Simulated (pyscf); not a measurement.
Thermochemistry of product channels of H₂C=CH–SiH₃ (SMILES C=C[SiH3]) + Cl• (SMILES [Cl]) on the doublet surface, in kcal/mol, from ωB97M-D3(BJ)/def2-TZVP energies (ideal gas, 1 atm, RRHO with modes under 100 cm⁻¹ raised to 100, one conformer, R ln 2 for chiral ones without a mode under 150 cm⁻¹). Structures and frequencies: ωB97X-D3(BJ)/def2-SVP in PySCF.

```csv
products,ΔE,ΔH(298 K),ΔG(600 K),ΔG(1200 K)
•H₂C–CH₂–SiH₂–Cl (SMILES [CH2]C[SiH2]Cl),-58.8,-57.6,-42.2,-27.2
H₃C–CH(SiH₂•)–Cl (SMILES CC([SiH2])Cl),___,-25.7,-9.5,+6.8
```

Problem. Fill in the missing entries.

Solution. 
- H₃C–CH(SiH₂•)–Cl (SMILES CC([SiH2])Cl), ΔE: -28.1

The channel to H₃C–CH(SiH₂•)–Cl turns unfavourable between 298 and 1200 K (ΔG from -17.7 kcal/mol to +6.8 kcal/mol).

These are energies of the channels, which say nothing of barriers. •H₂C–CH₂–SiH₂–Cl lies 21.9 kcal/mol over its isomer H₃C–Si•(CH₃)–Cl (electronic energy, ωB97M-D3(BJ)). H₃C–CH(SiH₂•)–Cl lies 52.6 kcal/mol over its isomer H₃C–Si•(CH₃)–Cl (electronic energy, ωB97M-D3(BJ)). Left out: orbital degeneracy and the spin-orbit lowering of Cl.
